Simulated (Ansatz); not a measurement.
System: CaB6-type CaB6. Method: revPBE in Ansatz (plane waves, PAW).

Run with plane-wave cutoff 520 eV, 8×8×8 k mesh, Fermi–Dirac smearing 0.01 eV, scalar-relativistic PAW data made under PBE.

Computed at the level's own relaxed cell.

Q: Give the computed bulk modulus B0, direct gap at Γ and pressure derivative B′ of the bulk modulus.

A: 
- bulk modulus B0: 144 GPa
- direct gap at Γ: 3.12 eV
- pressure derivative B′ of the bulk modulus: 3.9

Measured, for comparison: bulk modulus 170 ± 5 GPa (room temperature, no zero-point or thermal correction; as tabulated in Structural stability and vibrational characteristics of CaB6 under high …). Computed (rounded) less measured: bulk modulus -15 %.

Note: the bulk modulus comes from volumes at which shape and atoms were relaxed.

Static lattice: no zero-point or thermal effects.

Ansatz is an electronic-structure program.
